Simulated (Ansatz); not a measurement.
**C3H2F2O: a ladder of functionals and wavefunction methods**

Aim: compute C3H2F2O with functionals from several rungs and with coupled cluster, and see how far each lands from CCSD(T) at the basis-set limit for the atomisation energy.

Method: functionals in def2-TZVPP, the program's frozen cores in correlated methods; program: Ansatz 0.2.0, Gaussian basis.

Levels to be run: PBE-D4, r2SCAN-D4, PBE0-D4, B3LYP-D4, ωB97X-V, ωB97M-V, B2PLYP; CCSD(T)/def2-TZVPP; MP2/def2-QZVPP; extrapolation to the limit.

## Step 1: The geometry

The geometry comes from an earlier relaxation with PBE0-D4 in a triple-zeta def2 set; it is a stationary point, not always the lowest conformer.

SMILES `O=C/C(F)=C/F`, 8 atoms, charge 0, spin multiplicity 1.

Atoms are counted from 1 here; the program's logs count them from 0.

Bond lengths: O1–C2 1.203 Å, C2–C3 1.469 Å, C2–H7 1.109 Å, C3–F4 1.333 Å, C3–C5 1.330 Å, C5–F6 1.317 Å, C5–H8 1.082 Å. Angles: O1–C2–C3 124.3°, O1–C2–H7 122.4°, C3–C2–H7 113.4°, C2–C3–F4 115.5°, C2–C3–C5 122.7°, F4–C3–C5 121.8°, C3–C5–F6 122.5°, C3–C5–H8 121.7°, F6–C5–H8 115.9°.

## Step 2: PBE-D4 (GGA)

Contents of in.yaml:

```yaml
crystal:
  periodic: [false, false, false]
  atoms:
    - {symbol: O, position_ang: [0.397594, -1.475867, 1.291417]}
    - {symbol: C, position_ang: [0.942321, -0.675788, 0.576425]}
    - {symbol: C, position_ang: [0.233875, 0.290855, -0.273602]}
    - {symbol: F, position_ang: [1.011177, 1.097009, -0.996666]}
    - {symbol: C, position_ang: [-1.093037, 0.365393, -0.325887]}
    - {symbol: F, position_ang: [-1.723157, 1.233983, -1.089788]}
    - {symbol: H, position_ang: [2.045974, -0.602667, 0.500435]}
    - {symbol: H, position_ang: [-1.722448, -0.289917, 0.261963]}
basis:
  gaussian: {orbitals: def2-TZVPP}
hamiltonian: {xc: pbe, dispersion: d4}
output: {forces: true, orbitals: {seedname: orbitals}}
```

Started as:

```console
$ ansatz run in.yaml --threads 4 --pin off --events-out ev --progress --plain --max-ram 10444MiB
```

After this run come: r2SCAN-D4 (meta-GGA); PBE0-D4 (hybrid); B3LYP-D4 (hybrid); ωB97X-V (range-separated); ωB97M-V (range-separated); B2PLYP (double hybrid); CCSD(T) in def2-TZVPP; MP2 in def2-QZVPP.

Q: Predict the results of all the runs planned. Wanted: atomisation energy, CCSD(T)/CBS; farthest; mean size of error, hybrid; mean size of error, range-separated; gap, smallest and largest; T1 diagnostic; triples share of the correlation energy.

As calculated:

| quantity | value |
| --- | --- |
| atomisation energy, CCSD(T)/CBS | 834.8 kcal/mol |
| functionals within 4.2 kcal/mol (0.5 %) | B3LYP-D4, ωB97X-V, B2PLYP |
| farthest | PBE-D4 (+49.6 kcal/mol) |
| mean size of error, hybrid | 7.8 kcal/mol |
| mean size of error, range-separated | 5.1 kcal/mol |
| gap, smallest and largest | 3.24 eV (PBE-D4), 10.41 eV (ωB97X-V) |
| T1 diagnostic | 0.0149 |
| triples share of the correlation energy | 3.9 % |

What this shows: PBE-D4 misses by +49.6 kcal/mol. Double hybrids carry the basis error of their MP2 part in triple zeta, and no dispersion term here, so their miss is partly the set-up's. Misses under about 4.2 kcal/mol are within the doubt on the reference itself, which lacks core-valence correlation, relativity and higher excitations. Hartree-Fock recovers 68 % of the binding; the rest is correlation. Orbital gaps span 3.2 to 10.4 eV; exact exchange widens them. The restricted reference is unstable towards a spin-broken one.
